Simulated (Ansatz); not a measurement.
Input and output for C2H4OS (`CC(O)=S`).

```yaml
crystal:
  periodic: [false, false, false]
  atoms:
    - {symbol: C, position_ang: [0.140526, 0.959094, -0.063273]}
    - {symbol: C, position_ang: [-0.070079, -0.507506, -0.199488]}
    - {symbol: O, position_ang: [-0.071266, -1.105456, 0.990068]}
    - {symbol: S, position_ang: [-0.277172, -1.320863, -1.593522]}
    - {symbol: H, position_ang: [1.088790, 1.143667, 0.449433]}
    - {symbol: H, position_ang: [-0.649608, 1.382583, 0.563254]}
    - {symbol: H, position_ang: [0.143176, 1.442775, -1.034968]}
    - {symbol: H, position_ang: [-0.212268, -2.051294, 0.832698]}
basis:
  gaussian: {orbitals: def2-SVP}
hamiltonian: {xc: {name: B3LYP}, dispersion: d3bjatm}
accuracy: high
output: {forces: true}
```

```sh
$ ansatz run in.yaml --threads 2 --pin off --events-out ev --progress --plain --max-ram 4352MiB
```

It prints (some lines left out):

```
Functional definition: B3LYP
1846 factors; integrals over basis functions are off by at most 3.7e-9 eV
mean field evaluation 1: about -15009.8788 eV, gradient 5.1e1 eV
mean field evaluation 2: about -15003.1094 eV, gradient 7.5e1 eV
mean field evaluation 4: about -15015.3325 eV, gradient 3.2e0 eV
mean field evaluation 8: about -15015.5405 eV, gradient 8.7e-1 eV
mean field evaluation 16: about -15015.5427 eV, gradient 5.8e-5 eV
mean field -15015.54272374 eV, -551.8110171970 hartree, gradient 3.4e-8 eV, S^2 0.000000; 0 other end points of the search recorded, 0 dependent functions left out
reference -15015.54275932 eV, -551.8110185047 hartree; 20, 20 occupied and 60, 60 virtual orbitals, 1846 factors
Total energy: -15015.81266102 eV, -551.8209372090 hartree
Atom 0 at     0.140526     0.959094    -0.063273 Å, force     0.004209     0.039718    -0.031116 eV/Å
Atom 1 at    -0.070079    -0.507506    -0.199488 Å, force     0.012005     0.027503     0.141845 eV/Å
Atom 2 at    -0.071266    -1.105456     0.990068 Å, force     0.034518     0.082419     0.337061 eV/Å
Atom 3 at    -0.277172    -1.320863    -1.593522 Å, force    -0.068739    -0.267647    -0.474572 eV/Å
Atom 4 at     1.088790     1.143667     0.449433 Å, force     0.261076     0.068546     0.150279 eV/Å
Atom 5 at    -0.649608     1.382583     0.563254 Å, force    -0.211597     0.132982     0.181437 eV/Å
Atom 6 at     0.143176     1.442775    -1.034968 Å, force     0.004706     0.167892    -0.279886 eV/Å
Atom 7 at    -0.212268    -2.051294     0.832698 Å, force    -0.036177    -0.251413    -0.025048 eV/Å
Dipole moment:     0.042056     0.138276     0.341383 e Å
```

Run time 4.2 s (2 threads of an Arm Neoverse V1 on a shared host); peak host memory 0.25 GiB.
